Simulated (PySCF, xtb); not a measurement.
propane (C3H8), SMILES CCC.

Harmonic wavenumbers (cm⁻¹) from GFN2-xTB run with xtb 6.7.1 at its own minimum, in rising order: 207, 257, 374, 793, 928, 935, 952, 1117, 1168, 1208, 1273, 1345, 1413, 1421, 1499, 1500, 1504, 1510, 1511, 2967, 2982, 3027, 3028, 3032, 3036, 3037, 3038.

Task: What does ωB97X-D3(BJ)/def2-SVP (PySCF 2.14.0) give at its own minimum? (Estimate from the structure and the level; the computed values follow.)

Result: 225, 279, 371, 754, 900, 911, 935, 1091, 1181, 1210, 1313, 1363, 1416, 1420, 1472, 1477, 1483, 1489, 1497, 3055, 3057, 3066, 3108, 3142, 3149, 3152, 3154. Paired by order, the mean absolute difference is 41 cm⁻¹ and the zero-point energies are 64.4 and 65.3 kcal/mol.
